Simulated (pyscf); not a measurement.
`[CH3][In]` [singlet] + `[H][H]` → `[InH]` [singlet] + `[CH4]`, a four-centre exchange (singlet surface; C–In, H–H broken, H–In, C–H formed). Single points on ωB97X-D3(BJ)/def2-SVP structures (PySCF, gas phase). Energies in kcal/mol from the separated reactants.

AM1 to PM7: differences of heats of formation from MOPAC, which are fitted to 298 K values and so differ in kind from electronic energies by zero-point and thermal terms. 

Problem. In single points PM6 puts the saddle at 66.4 kcal/mol and the reaction energy at +38.5 kcal/mol. Should these be trusted to within a few kcal/mol? Compare with ωB97M-D3(BJ)/def2-TZVP.

Solution. ωB97M-D3(BJ)/def2-TZVP gives ΔE‡ = 25.6 kcal/mol and ΔE = -11.1 kcal/mol. PM6 lies 40.8 kcal/mol over it in the barrier and 49.6 kcal/mol over it in the reaction energy, so on this step it does not hold to within 3.0 kcal/mol. ωB97M-D3(BJ)/def2-TZVP has limits of its own. At the saddle there is also a short H–In contact that neither side keeps. One saddle was located; it need not be the lowest between these sides. In the def2 sets elements past Kr carry core potentials, without spin-orbit coupling.
